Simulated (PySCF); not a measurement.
C6H5F.
InChI=1S/C6H5F/c7-6-4-2-1-3-5-6/h1-5H

Computed with PySCF at CAM-B3LYP/def2-SVPD, non-relativistic, on one gas-phase PBE0-D3(BJ)/def2-SVP geometry that isn't relaxed in the solvent. The solvent is an IEF-PCM continuum (Bondi radii, 1.10 Å for H, scaled by 1.2), and excitations are vertical TDDFT with non-equilibrium linear response and a frozen core. Only the electrostatic response of the medium enters.

```
run  E − E(gas) (kJ/mol)  HOMO (eV)  HOMO–LUMO gap (eV)  dipole (D)  lowest singlet (eV)  static polarisability (au)
gas                 0.00      -8.49                8.98        1.56                 5.43                        67.3
  P                -8.78      -8.46                9.02        1.88                 5.43                        85.0
  Q               -12.38      -8.47                9.04        2.00                 5.44                        93.5
```

The runs were made in chloroform and dimethylsulfoxide. Which run belongs to which solvent?

P = chloroform, Q = dimethylsulfoxide. The dielectric constants are 4.711 (chloroform), 46.83 (dimethylsulfoxide), and the energy falls further as ε rises. The optical constants n² used for the excitations are 2.09, 2.19 in the same order. In this model the ground state sees the solvent through ε alone.

How constant is the ratio of the lowering to (ε − 1)/(2ε + 1)?

| solvent | (ε − 1)/(2ε + 1) | E − E(gas) (kJ/mol) | ratio (kJ/mol) | polarisation term (kJ/mol) |
| --- | --- | --- | --- | --- |
| chloroform | 0.356 | -8.78 | -24.7 | -9.64 |
| dimethylsulfoxide | 0.484 | -12.38 | -25.6 | -14.12 |

The ratio changes by +3.7 % in size from chloroform to dimethylsulfoxide. The polarisation term is half the interaction of the solute with the induced surface charges.
